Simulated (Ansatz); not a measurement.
Task: Name a neutral molecule of C, Cl, F and H with HOMO–LUMO gap (ωB97M-V/def2-TZVPP) between 13.05 and 13.35 eV and HOMO–LUMO gap (PBE/def2-TZVPP) between 6.05 and 6.35 eV (Ansatz, PBE0-D4/def2-TZVP geometry).

Result: `CC(F)(Cl)Cl` (13.22 eV, 6.11 eV); `FC(Cl)Cl` (13.34 eV, 6.28 eV). Other molecules can fit too; these were computed, each in one conformer that needn't be the lowest.
